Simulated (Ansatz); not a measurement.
## C3H8O, singlet: the ladder up to RCCSDTQ

Geometry: MP2(full)/6-31G*, from the G2/97 set.

```xyz
12

O     0.0173   -0.6821    0.0000
C     0.0108    0.7364    0.0000
C     1.3353   -1.1954    0.0000
C    -1.4313    1.1909    0.0000
H     0.5418    1.1171    0.8869
H     0.5418    1.1171   -0.8869
H     1.2525   -2.2827    0.0000
H     1.8922   -0.8753   -0.8917
H     1.8922   -0.8753    0.8917
H    -1.9440    0.8112   -0.8859
H    -1.9440    0.8112    0.8859
H    -1.4912    2.2827    0.0000
```

Basis STO-3G; Ansatz 0.2.0. Only valence electrons are correlated (noble-gas cores frozen), which leaves 26 electrons in 24 orbitals. R marks a restricted (for open shells ROHF) determinant. Active spaces: frontier = (8e, 8o) about the gap.

Full CI isn't at hand for all of this; RCCSDTQ serves as the reference, and is uncertain by about the last step of the cluster series.

```
UHF ⟨S²⟩                          : 0.000
T1 diagnostic (RCCSD)             : 0.0056
largest doubles amplitude (RCCSD) : 0.038
```

**Question.** From what is known of these methods and the diagnostics, rank them by the size of their error in total energy against RCCSDTQ in STO-3G, smallest first (an estimate: the text doesn't fix the numbers).
A. CASSCF (frontier space)
B. CISD
C. RCCSDT
D. BCCD(T)
E. MRCISD (frontier space)

**Answer.** C (0.12 kcal/mol), D (0.44 kcal/mol), E (8.43 kcal/mol), B (17.11 kcal/mol), A (108.61 kcal/mol).

All errors are against RCCSDTQ in STO-3G. Within each family the higher level lies nearer, as is usual though not guaranteed.

Atomization energy (electronic, same basis, no zero-point term; atoms at the same level, unrestricted beside the R rows where the molecule is a closed shell, with restricted open-shell steps beyond CCSDT(Q)) at RCCSDTQ: 4672.4 kJ/mol. Errors of other levels:

```tsv
level	error (kJ/mol)
RHF	-514.3
RMP2	-91.2
CISD	-71.6
RCCSD	-7.3
RCCSD(T)	-1.8
BCCD(T)	-1.9
RCCSDT	-0.5
CISDTQ	-4.7
RCCSDT(Q)	-0.1
```

This basis is far from its limit, so the value isn't to be set against a measured one. Truncated CI isn't size-consistent, which counts against it in atomization.
